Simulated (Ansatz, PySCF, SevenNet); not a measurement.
## Zinc-blende GaP, bulk modulus

Reference value: 89.6 GPa (measured, 0 K value with the zero-point phonon effect removed; as tabulated in Mejia-Rodriguez and Trickey (2018), arXiv:1807.09216).

```tsv
level (code)	value (GPa)	cell (Å³/atom)
SevenNet-l3i5	72.5	20.86
LDA (Ansatz)	90.0	19.59
PBE (Ansatz)	?	20.87
r²SCAN+rVV10 (Ansatz)	90.1	20.08
r²SCANh (Ansatz)	90.7	20.17
Hartree–Fock (Ansatz)	?	21.35
MP2 (PySCF)	90.4 ± 3	20.71
```

Task: Fill in the missing entries.

Result: 
- PBE (Ansatz, a program for electronic structure), value (GPa): 76.7
- Hartree–Fock (Ansatz), value (GPa): 93.5

Errors against the reference: SevenNet-l3i5 -19.1 %, LDA +0.4 %, PBE -14.4 %, r²SCAN+rVV10 +0.6 %, r²SCANh +1.2 %, Hartree–Fock +4.4 %, MP2 +0.9 %.

Once the reference is moved by up to 5.0 % (a margin picked here for doubts on the reference and the settings) and values within 1.7 % count as equal, the nearest can be LDA (+0.4 %), r²SCAN+rVV10 (+0.6 %), MP2 (+0.9 %), r²SCANh (+1.2 %) or Hartree–Fock (+4.4 %). Among them SevenNet-l3i5 (-19.1 %) misses by most.

A ± on a computed value is a rough bar: the spread of its extrapolation, a floor set from checks against published values, or a statistical error. Each level is taken at its own relaxed cell. Cutoffs and k meshes differ between the levels. Ansatz's density-functional and Hartree–Fock values are scalar-relativistic unless marked +SOC, with PAW data made under PBE.

Machine-learned potentials (SevenNet-l3i5) are trained on DFT data: a solid inside that data is no test of them.

Differences are worked out from the printed values.
